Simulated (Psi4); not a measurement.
**SiPH3Cl (SMILES P[SiH]Cl): UMP2/6-31G(d) (density fitting, density fitting for correlation, spherical functions, sweep point 4)**

What is the vertical doublet–quartet gap of SiPH3Cl at UMP2/6-31G* (density fitting, density fitting for correlation, spherical functions, sweep point 4)? 

The calculation is run with Psi4 1.11.

21 further runs of the same task are left out: 20 that didn't finish, 1 set aside as unsound or not needed.

## 1. The system as given

SiPH3Cl has 6 atoms, charge 0, and is taken as a doublet. As SMILES, `P[SiH]Cl`. The shape is that of a GFN2-xTB optimisation. This is one conformer, not always the lowest.

Bond lengths: P1–Si2 2.239 Å, Si2–Cl3 2.032 Å, P1–H4 1.386 Å, P1–H5 1.384 Å, Si2–H6 1.470 Å. Angles: P1–Si2–Cl3 109.3°, P1–Si2–H6 109.1°, Cl3–Si2–H6 106.1°, Si2–P1–H4 96.3°, Si2–P1–H5 95.0°, H4–P1–H5 92.9°.

## 2. The energy at UMP2/6-31G(d) (density fitting, density fitting for correlation, spherical functions, sweep point 4)

File clh3psi.inp:

```
memory 1600 mb

molecule molecule1 {
  0 2
  P     -0.416120     0.339600    -1.149360
  Si     0.362920    -0.132060     0.895920
  Cl     1.453060    -1.845610     0.820500
  H     -1.414820    -0.622100    -1.156700
  H     -1.279720     1.333820    -0.722090
  H      1.294660     0.926350     1.311730
  units angstrom
  symmetry c1
}

set basis 6-31G*
set reference uhf
set puream true
set scf_type df
set num_frozen_docc 15
set maxiter 150

energy('mp2')
```

Launch:

```bash
$ psi4 -n 1 clh3psi.inp clh3psi.out
```

clh3psi.out:

```text
[...]
  Running in c1 symmetry.
[...]
  Nuclear repulsion =  183.010125253006549
[...]
  Multiplicity = 2
[...]
  Nalpha       = 25
  Nbeta        = 24
[...]
    Number of basis functions: 60
[...]
   @DF-UHF iter   1: -1090.82293885286026   -3.37077e-01   3.23489e-03 ADIIS/DIIS
[...]
   @DF-UHF iter  15: -1090.87058380679332   -1.59162e-12   5.20782e-09 DIIS
[...]
   @S^2 Observed:                7.576631543E-01
[...]
    Orbital Energies [Eh]
    ---------------------
    Alpha Occupied:
       1A   -104.812243     2A    -79.930467     3A    -68.815676
       4A    -10.554519     5A     -8.023119     6A     -8.020548
       7A     -8.019727     8A     -7.492634     9A     -6.178235
      10A     -5.386546    11A     -5.385577    12A     -5.384327
      13A     -4.288218    14A     -4.280712    15A     -4.278980
      16A     -1.110161    17A     -0.883870    18A     -0.702610
      19A     -0.562404    20A     -0.528848    21A     -0.512406
      22A     -0.496220    23A     -0.446583    24A     -0.420642
      25A     -0.323238
    Alpha Virtual:
[...]
  @DF-UHF Final Energy: -1090.87058380679332
   => Energetics <=
    Nuclear Repulsion Energy =            183.0101252530065494
    One-Electron Energy =               -1874.6021378331847700
    Two-Electron Energy =                 600.7214287733849005
    Total Energy =                      -1090.8705838067930927
  UHF NO Occupations:
  HONO-2 :   23  A 1.9995264
  HONO-1 :   24  A 1.9969158
[...]
 Multipole Moments:
 ------------------------------------------------------------------------------------
     Multipole            Electronic (a.u.)      Nuclear  (a.u.)        Total (a.u.)
 ------------------------------------------------------------------------------------
 L = 1.  Multiply by 2.5417464519 to convert [e a0] to [Debye]
 Dipole X            :          2.0713240           -2.7324995           -0.6611755
 Dipole Y            :         -2.9432685            3.4874070            0.5441385
 Dipole Z            :          0.5935160           -0.3868542            0.2066618
 Magnitude           :                                                    0.8808796
[...]
```

Wall time 2.9 s (1 thread of Intel Xeon Platinum 8488C (Sapphire Rapids), shared host); peak memory 0.2 GiB.

## 3. The quartet at the same level

File calc.dat:

```
memory 1600 MB

molecule {
  0 4
  P     -0.416120     0.339600    -1.149360
  Si     0.362920    -0.132060     0.895920
  Cl     1.453060    -1.845610     0.820500
  H     -1.414820    -0.622100    -1.156700
  H     -1.279720     1.333820    -0.722090
  H      1.294660     0.926350     1.311730
  symmetry c1
}

set basis 6-31G*
set reference uhf
set puream true
set scf_type df
set num_frozen_docc 15
set maxiter 100
set soscf true
set soscf_start_convergence 0.001

e_tot = energy('mp2')
print_variables()
```

Launch:

```bash
$ psi4 -i calc.dat -o calc.out -n 1
```

calc.out:

```text
[...]
  Running in c1 symmetry.
[...]
  Nuclear repulsion =  183.010125253006549
[...]
  Multiplicity = 4
[...]
  Nalpha       = 26
  Nbeta        = 23
[...]
    Number of basis functions: 60
[...]
   @DF-UHF iter   1: -1090.57383334751557   -8.79714e-02   3.71405e-03 ADIIS/DIIS
[...]
   @DF-UHF iter  48: -1090.65956941292075   -2.04636e-12   4.08503e-09 SOSCF, nmicro=conv
[...]
   @S^2 Observed:                3.763610554E+00
[...]
    Orbital Energies [Eh]
    ---------------------
    Alpha Occupied:
       1A   -104.816499     2A    -79.984231     3A    -68.833297
       4A    -10.558755     5A     -8.027522     6A     -8.024747
       7A     -8.023786     8A     -7.539178     9A     -6.194388
      10A     -5.441452    11A     -5.432912    12A     -5.430836
      13A     -4.304317    14A     -4.296888    15A     -4.295320
      16A     -1.114907    17A     -0.926305    18A     -0.714973
      19A     -0.593454    20A     -0.553771    21A     -0.538160
      22A     -0.514057    23A     -0.495279    24A     -0.448657
      25A     -0.354296    26A     -0.157794
    Alpha Virtual:
[...]
  @DF-UHF Final Energy: -1090.65956941292075
   => Energetics <=
    Nuclear Repulsion Energy =            183.0101252530065494
    One-Electron Energy =               -1873.5936061885568051
    Two-Electron Energy =                 599.9239115226293961
    Total Energy =                      -1090.6595694129207459
  UHF NO Occupations:
  HONO-2 :   24  A 1.0000000
  HONO-1 :   25  A 1.0000000
[...]
 Multipole Moments:
 ------------------------------------------------------------------------------------
     Multipole            Electronic (a.u.)      Nuclear  (a.u.)        Total (a.u.)
 ------------------------------------------------------------------------------------
 L = 1.  Multiply by 2.5417464519 to convert [e a0] to [Debye]
 Dipole X            :          2.3751362           -2.7324995           -0.3573634
 Dipole Y            :         -3.0166180            3.4874070            0.4707890
 Dipole Z            :          0.5582287           -0.3868542            0.1713745
 Magnitude           :                                                    0.6154024
[...]
```

Wall time 7.2 s (1 thread of Intel Xeon Platinum 8488C (Sapphire Rapids), shared host); peak memory 0.2 GiB.

## 4. What came out

At UMP2/6-31G* (density fitting, density fitting for correlation, spherical functions, sweep point 4), 15 core orbitals frozen:

| quantity | value |
| --- | --- |
| doublet: total energy | -1091.16156 Eh |
| doublet: HOMO energy (Hartree–Fock orbitals) (highest over α and β) | -8.80 eV |
| doublet: LUMO energy (Hartree–Fock orbitals) (lowest over α and β) | 0.75 eV |
| doublet: correlation energy (15 core orbitals frozen) | -291.0 mEh |
| doublet: ⟨S²⟩ of the reference determinant | 0.758 |
| quartet: total energy | -1090.93084 Eh |
| quartet: HOMO energy (Hartree–Fock orbitals) (highest over α and β) | -4.29 eV |
| quartet: LUMO energy (Hartree–Fock orbitals) (lowest over α and β) | -1.35 eV |
| quartet: correlation energy (15 core orbitals frozen) | -271.3 mEh |
| quartet: ⟨S²⟩ of the reference determinant | 3.764 |
| vertical energy of the quartet above the doublet | 6.278 eV |

At this shape the quartet lies 6.28 eV (606 kJ/mol) above the doublet.
